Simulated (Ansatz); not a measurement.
# H₂O (singlet): wave-function methods side by side, cc-pVTZ

Aim: climb from Hartree-Fock through coupled cluster and multireference methods for H₂O (singlet) at one geometry and basis, and see what each rung misses.

Program: Ansatz 0.2.0, Gaussian basis. Level of theory: cc-pVTZ, core rule «outside noble gas», up to 1 orbitals frozen. These are calculated values, not measurements.

The runs, in order: UHF; CCSD(T) on RHF; BCCD(T) on RHF; CISD; CCSDT(Q) on RHF; CCSDTQ on RHF; CASSCF and MRCISD+Q, 8 electrons in 6 orbitals; CASSCF and MRCISD+Q(relaxed), 8 electrons in 6 orbitals; CASSCF and NEVPT2, 8 electrons in 6 orbitals.

9 further runs of the same task are left out: 9 set aside as unsound or not needed.

### Step 1. What is computed

The geometry is an MP2(full)/6-31G* stationary point (not a proven minimum).

3 atoms, charge 0, spin multiplicity 1.

Atoms are counted from 1 here; the program's logs count them from 0.

Bond lengths: O1–H2 0.969 Å, O1–H3 0.969 Å. Angles: H2–O1–H3 104.0°.

Geometry (Å):

```mol
H2O
  3D, bonds by distance, orders not assigned

  3  2  0  0  0  0  0  0  0  0999 V2000
    0.0000    0.0000    0.0667 O   0  0
    0.0000    0.7632   -0.5296 H   0  0
    0.0000   -0.7632   -0.5296 H   0  0
  1  2  8  0
  1  3  8  0
M  END
```

### Step 2. UHF

in.yaml

```yaml
crystal:
  periodic: [false, false, false]
  atoms:
    - {symbol: O, position_ang: [0.000000, 0.000000, 0.066726]}
    - {symbol: H, position_ang: [0.000000, 0.763239, -0.529583]}
    - {symbol: H, position_ang: [0.000000, -0.763239, -0.529583]}
basis:
  gaussian: {orbitals: cc-pVTZ}
magnetization: {spin_polarized: true, initial_magnetization: 0}
hamiltonian: {xc: hf}
output: {orbitals: {seedname: orbitals}}
```

Launch:

```bash
$ ansatz run in.yaml --threads 1 --pin off --events-out ev --progress --plain --max-ram 5632MiB --backend cpu
```

Further steps of the session: CCSD(T) on RHF; BCCD(T) on RHF; CISD; CCSDT(Q) on RHF; CCSDTQ on RHF; CASSCF and MRCISD+Q, 8 electrons in 6 orbitals; CASSCF and MRCISD+Q(relaxed), 8 electrons in 6 orbitals; CASSCF and NEVPT2, 8 electrons in 6 orbitals.

Q: Predict the results of all the runs planned. Wanted: RCCSDTQ below the RHF energy; RMP2 from RCCSDTQ; RCCSD from RCCSDTQ; RCCSD(T) from RCCSDTQ; RCCSDT(Q) from RCCSDTQ; NEVPT2 valence from RCCSDTQ; MRCISD+Q valence from RCCSDTQ; MRCISD+Q(relaxed) valence from RCCSDTQ; T1 diagnostic.

As calculated:

| quantity | value |
| --- | --- |
| RCCSDTQ below the RHF energy | -7.5190 eV |
| RMP2 from RCCSDTQ | +8.77 kcal/mol |
| RCCSD from RCCSDTQ | +5.11 kcal/mol |
| RCCSD(T) from RCCSDTQ | +0.25 kcal/mol |
| RCCSDT(Q) from RCCSDTQ | -0.02 kcal/mol |
| NEVPT2 valence from RCCSDTQ | +19.37 kcal/mol |
| MRCISD+Q valence from RCCSDTQ | +1.18 kcal/mol |
| MRCISD+Q(relaxed) valence from RCCSDTQ | +0.58 kcal/mol |
| levels within 1 kcal/mol (43 meV) | RCCSD(T), BCCD(T), RCCSDT, RCCSDT(Q), MRCISD+Q(relaxed) valence |
| T1 diagnostic | 0.007 |
| effectively unpaired electrons | 0.01 |

In words: RCCSD(T) misses by +0.25 kcal/mol, 0.1 % of the correlation energy. One determinant dominates. Of the multireference levels listed MRCISD+Q(relaxed) valence comes nearest in total energy (+0.58 kcal/mol), which doesn't show that its space is the better one. These misses are within one basis, not against nature.
